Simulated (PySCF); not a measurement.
# One shape, several levels: PH3 (phosphine)

Aim: a comparison of 6 runs (HF/STO-3G, B2PLYP/aug-cc-pVTZ, BHLYP/aug-cc-pVTZ, SVWN5/aug-cc-pVTZ, wB97M-V/aug-cc-pVTZ, wB97X/aug-cc-pVTZ) of PH3 (phosphine). The job is set up through a Python script.

The results are computed with PySCF 2.14.0.

2 further runs of the same task are left out: 2 set aside as unsound or not needed. Runs told in other sessions of the task aren't counted.

## Step 1: The molecule

PH3 has 4 atoms, charge 0, and is taken as a singlet. SMILES: `P`. Geometry: relaxed at PBE0-D4/def2-TZVP.

Bond lengths: P1–H2 1.420 Å, P1–H3 1.420 Å, P1–H4 1.420 Å. Angles: H2–P1–H3 93.1°, H2–P1–H4 93.1°, H3–P1–H4 93.1°.

## Step 2: A single-point energy at HF/STO-3G (run 1)

File job.py:

```python
from pyscf import gto

mol = gto.M(
    atom=[
    ('P', (0.346000, -0.326500, -0.332800)),
    ('H', (0.630900, -0.034000, 1.027000)),
    ('H', (-1.005500, -0.663000, -0.057200)),
    ('H', (0.028700, 1.023500, -0.636900)),
],
    basis='sto-3g',
    charge=0,
    verbose=3,
    max_memory=1860,
)

myscf = mol.RHF()
myscf.conv_tol = 1e-10
myscf.kernel()
if not myscf.converged:
    myscf = myscf.newton().run(myscf.mo_coeff, myscf.mo_occ)

e_final = myscf.e_tot
print('E(%s) = %.9f' % ('HF', e_final))
```

Started as:

```sh
$ OMP_NUM_THREADS=1 python job.py
```

Output:

```text
converged SCF energy = -338.633640176017
E(HF) = -338.633640176
```

It took 0.58 s on 1 thread of Arm Neoverse V2, shared host; peak memory 0.12 GiB.

## Step 3: The energy at B2PLYP/aug-cc-pVTZ (run 2)

File input.py:

```python
# P
from pyscf import gto, dft, mp

mol = gto.M(
    atom='''
P      0.653845    -0.616996    -0.628901
H      1.192228    -0.064251     1.940749
H     -1.900120    -1.252888    -0.108092
H      0.054235     1.934135    -1.203567
''',
    basis='aug-cc-pvtz',
    unit='bohr',
    verbose=3,
    max_memory=1860,
    spin=0,
)

mf = dft.RKS(mol, xc='0.53*HF + 0.47*B88, 0.73*LYP')
mf.grids.level = 5
mf.conv_tol = 1e-10
mf.kernel()
if not mf.converged:
    mf = mf.newton().run(mf.mo_coeff, mf.mo_occ)

pt = mp.MP2(mf, frozen=5).run()
e_tot = mf.e_tot + 0.27 * pt.e_corr
print('PT2 part  %.8f' % (0.27 * pt.e_corr))
print('E(%s) = %.9f' % ('B2PLYP', e_tot))
```

Started as:

```sh
$ OMP_NUM_THREADS=1 python input.py
```

Output:

```text
converged SCF energy = -342.969034178496
E(RMP2) = -343.183121510071  E_corr = -0.214087331574374
E(SCS-RMP2) = -343.194422675027  E_corr = -0.225388496530923
PT2 part  -0.05780358
E(B2PLYP) = -343.026837758
```

Run time: 9 s. Hardware: 1 thread of Arm Neoverse V2, shared host; peak memory 0.62 GiB.

## Step 4: The energy at BHLYP/aug-cc-pVTZ (run 3)

File run.py:

```python
from pyscf import gto, dft

molecule = gto.M(
    atom=[
    ('P', (0.346000, -0.326500, -0.332800)),
    ('H', (0.630900, -0.034000, 1.027000)),
    ('H', (-1.005500, -0.663000, -0.057200)),
    ('H', (0.028700, 1.023500, -0.636900)),
],
    max_memory=1860,
    spin=0,
    basis='aug-cc-pvtz',
    verbose=3,
)

calc0 = dft.RKS(molecule)
calc0.xc = 'bhandhlyp'
calc0.grids.level = 5
calc0.conv_tol = 1e-10
calc0.kernel()
if not calc0.converged:
    calc0 = calc0.newton().run(calc0.mo_coeff, calc0.mo_occ)

etot = calc0.e_tot
print('E(%s) = %.9f' % ('BHLYP', etot))
```

Started as:

```sh
$ OMP_NUM_THREADS=1 python run.py
```

Output:

```text
converged SCF energy = -343.151042872338
E(BHLYP) = -343.151042872
```

Wall time 8.7 s (1 thread of Arm Neoverse V2, shared host); peak memory 0.62 GiB.

Runs 4 to 5 aren't shown in full; the table further down has their settings and results.

## Step 5: The energy at wB97X/aug-cc-pVTZ (run 6)

File input.py:

```python
from pyscf import gto, dft

molecule = gto.M(
    atom='''
P      0.346000    -0.326500    -0.332800
H      0.630900    -0.034000     1.027000
H     -1.005500    -0.663000    -0.057200
H      0.028700     1.023500    -0.636900
''',
    basis='aug-cc-pvtz',
    verbose=3,
    max_memory=1860,
)

myscf = dft.RKS(molecule)
myscf.xc = 'wb97x'
myscf.conv_tol = 1e-10
myscf.grids.level = 5
myscf.kernel()
if not myscf.converged:
    myscf = myscf.newton().run(myscf.mo_coeff, myscf.mo_occ)

e_tot = myscf.e_tot
print('E(%s) = %.9f' % ('WB97X', e_tot))
```

Started as:

```sh
$ OMP_NUM_THREADS=1 python input.py
```

Output:

```text
converged SCF energy = -343.148685528077
E(WB97X) = -343.148685528
```

Wall time 16 s (1 thread of Arm Neoverse V2, shared host); peak memory 0.62 GiB.

## Step 6: Overview of the runs

```
run                level  frozen core orbitals  integration grid  energy (Eh)  dipole moment (D)  HOMO energy (eV)  LUMO energy (eV)  wall time
  1            HF/STO-3G                     –                 –  -338.633640               0.53             -8.16             12.82     0.58 s
  2   B2PLYP/aug-cc-pVTZ                     5                 5  -343.026838               0.62             -8.89              0.17        9 s
  3    BHLYP/aug-cc-pVTZ                     –                 5  -343.151043               0.61             -8.94              0.07      8.7 s
  4    SVWN5/aug-cc-pVTZ                     –                 5  -341.858201               0.68             -6.78             -0.68        6 s
  5  wB97M-V/aug-cc-pVTZ                     –                 5  -343.119415               0.56            -10.09              0.31       34 s
  6    wB97X/aug-cc-pVTZ                     –                 5  -343.148686               0.70            -10.26              0.96       16 s
```

## Step 7: Summary of results

```
            quantity          value
 run 6: total energy  -343.14869 Eh
run 6: dipole moment         0.70 D
  run 6: HOMO energy      -10.26 eV
  run 6: LUMO energy        0.96 eV
run 6: HOMO–LUMO gap       11.22 eV
```

The dipole moment (its size) runs from 0.53 D (HF/STO-3G) to 0.70 D (wB97X/aug-cc-pVTZ). The two ends differ in method and basis. The HOMO–LUMO gap runs from 6.10 eV (SVWN5/aug-cc-pVTZ) to 20.98 eV (HF/STO-3G). Totals of different functionals can't be ranked against each other. In run 1 the basis is minimal, so the values are rough. All runs together took 74 s, the longest 34 s.
